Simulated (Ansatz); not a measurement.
Cartesian coordinates (Å):
```xyz
3

C     -0.0248     0.0002     0.0000
N      1.1290    -0.0071     0.0000
H     -1.1043     0.0069     0.0000
```
Charge +1, spin multiplicity 2.

Calculation: frozen-core CCSD(T)/cc-pVTZ // PBE0-D3(BJ)/def2-SVP in Ansatz (a first-principles code). The geometry is that of the parent before the electron was removed.

The HF energy is -92.46841 Ha and the MP2 correlation energy comes out as -0.26957 Ha.

**Question.** Estimate the CCSD correlation energy, the (T) correction, the total energy and the T1 diagnostic.

**Answer.** 
```json
{
  "CCSD correlation energy": "-0.29116 Ha",
  "(T) correction": "-0.01218 Ha",
  "CCSD(T) total energy": "-92.77176 Ha",
  "T1 diagnostic": "0.014"
}
```
